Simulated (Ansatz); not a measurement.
Basis-set extrapolation for C₂H₈Si (`C[SiH2]C`) (PBE0-D4/def2-TZVP geometry, frozen core, the Gaussian-basis code of Ansatz). Multiplicity 1, RHF reference.

|  | def2-TZVPP | def2-QZVPP |
| --- | --- | --- |
| HF | -369.384377 | -369.397535 |
| MP2 correlation | -0.493753 | -0.525560 |
| CCSD(T) correlation | -0.561233 | not run |

Energies in hartree. Use E(X) = E(∞) + A·exp(−7.88·√X) for Hartree–Fock and E(X) = E(∞) + B·X^(−2.97) for correlation, with X = 3 and 4, and add CCSD(T) minus MP2 of the smaller set to the MP2 limit.

Task: What is the CCSD(T) energy at the basis-set limit?

Result: HF limit: -369.397535 + (-0.013158) × 0.13774 = -369.39935. MP2 limit: -0.525560 + (-0.031807) × 0.74074 = -0.54912. Higher-order term: -0.561233 − (-0.493753) = -0.06748. Total: -370.01595 hartree, 184.7 kJ/mol below CCSD(T)/def2-TZVPP.
